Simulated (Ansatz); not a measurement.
The same path of C3H6FN (11 atoms, charge 0, multiplicity 1) was run 3 times with different band settings. The coordinate that changes most is the height of N3 over the plane of its neighbours.

Level of theory: RKS B3LYP-D4/6-31G* in Ansatz 0.2.0.

Relaxed end points:

```xyz
11
Properties=species:S:1:pos:R:3
C -0.767 1.283 0.137
C -0.069 0.173 -0.141
N 0.572 -0.109 -1.350
C -0.013 -0.981 0.821
F 1.309 -1.441 0.927
H -0.869 2.093 -0.580
H -1.286 1.390 1.083
H 1.411 -0.664 -1.221
H 0.753 0.704 -1.926
H -0.614 -1.823 0.456
H -0.360 -0.684 1.814
```

```xyz
11
Properties=species:S:1:pos:R:3
C -0.845 1.245 0.107
C 0.007 0.227 -0.097
N 0.890 0.116 -1.159
C 0.034 -0.951 0.842
F 1.333 -1.442 0.984
H -0.950 2.060 -0.604
H -1.455 1.286 1.002
H 1.295 -0.793 -1.325
H 0.682 0.645 -1.994
H -0.573 -1.775 0.439
H -0.354 -0.674 1.827
```

Common settings: movable images 7; spring 5.0 eV/Å²; start path IDPP; force threshold 0.05 eV/Å; end points relaxed.

| run | climbing image | optimiser | iteration limit |
| --- | --- | --- | --- |
| 1 | yes | quadratic models (default) | 43 |
| 2 | from the first iteration | lbfgs | 42 |
| 3 | from the first iteration | lbfgs | 60 |

(1) What does each run give, and how far can it be trusted?

Answers

(1) Run 1: converged after 4 iterations, highest image 0.110 eV above the first end. The top lies less than 8 meV above the higher end, about what the thresholds resolve: that end is a shoulder or a very shallow well. A vibrational analysis at the climbing image gives one clearly imaginary mode, 349i cm⁻¹: a first-order saddle point.
Run 2: converged after 7 iterations, highest image 0.110 eV above the first end. The top lies less than 8 meV above the higher end, about what the thresholds resolve: that end is a shoulder or a very shallow well. Another band between the same ends (7 images) ends at a top of the same energy, where a vibrational analysis finds 1 clearly imaginary mode.
Run 3: converged after 7 iterations, highest image 0.110 eV above the first end. The top lies less than 8 meV above the higher end, about what the thresholds resolve: that end is a shoulder or a very shallow well. Another band between the same ends (7 images) ends at a top of the same energy, where a vibrational analysis finds 1 clearly imaginary mode.
